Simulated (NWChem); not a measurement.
System: chlorine (Cl2); SMILES ClCl

NWChem input:

```
start job
memory heap 200 mb stack 900 mb global 1100 mb
geometry units angstroms noautosym nocenter noautoz
  Cl     0.000000     0.000000     1.021525
  Cl     0.000000     0.000000    -1.021525
end
basis spherical
  Cl library 6-31+g*
end
dft
  xc xpbe96 cpbe96
  iterations 150
end
tddft
  cis
  nroots 6
  notriplet
end
task tddft energy
```

All runs use the structure optimised with B3LYP/6-31G* (spherical d).

Vertical excitations in the gas phase.

**Question.** What results follow from this input? (PBE/6-31+G* (spherical d), TDA.) Quantities: basis functions; lowest excitation, singlet (eV); oscillator strength of that lowest state; orbital gap (eV).

**Answer.** number of basis functions: 44
lowest excitation, singlet (eV): 3.15
oscillator strength of that lowest state: 0.000
orbital gap (eV): 2.64
